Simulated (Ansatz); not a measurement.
# CH3Mg, SMILES [CH3][Mg]: vertical spin-state energies

With Ansatz 0.2.0 through its Python package.

At the Python prompt:
```pycon
>>> import ansatz as az
>>> GEOMETRY = """
... C     0.13200   -0.20620   -0.10260
... Mg   -0.85420    1.42540    1.02210
... H     0.32370   -0.99120    0.55360
... H    -0.55110   -0.52060   -0.88720
... H     0.99960    0.21900   -0.62720
... """
>>> mol = az.Crystal.molecule()
>>> for line in GEOMETRY.strip().splitlines():
...     symbol, *xyz = line.split()
...     mol = mol.atom(symbol, [float(v) for v in xyz])
...
>>> calc = (
...     mol.calculation()
...     .basis(gaussian="pcseg-2")
...     .functional("r2scan")
... )
>>> found = {}
>>> for unpaired in [1, 3]:
...     rep = calc.spin("collinear", total=unpaired).run(threads=1).report
...     s = unpaired / 2
...     found[unpaired] = rep["free_energy_ev"]
...     print(f"2S+1 = {unpaired + 1}: E = {found[unpaired]:.5f} eV, <S^2> = {abs(rep['mean_field']['state']['spin_squared']):.3f} (pure state {s * (s + 1):.2f})")
...
2S+1 = 2: E = -6528.25407 eV, <S^2> = 0.758 (pure state 0.75)
2S+1 = 4: E = -6524.03299 eV, <S^2> = 3.755 (pure state 3.75)
>>> lowest = min(found, key=found.get)
>>> for unpaired, e in found.items():
...     print(f"multiplicity {unpaired + 1}: {23.060548 * (e - found[lowest]):.1f} kcal/mol above the lowest")
...
multiplicity 2: 0.0 kcal/mol above the lowest
multiplicity 4: 97.3 kcal/mol above the lowest
```

In order: multiplicity 2 (+0.00 eV) and multiplicity 4 (+4.22 eV), all at the one geometry.

Total energies depend on the basis set; only differences at equal settings carry meaning. The geometry is a force-field or estimated start, not a minimum of this method, and the basis set is short of its limit. All parts are taken at fixed geometry, without zero-point energy. The species is open-shell (spin multiplicity 2). Wall time of the script: 23 s on 1 thread of Arm Neoverse V1, on a shared host, peak memory 0.24 GiB.
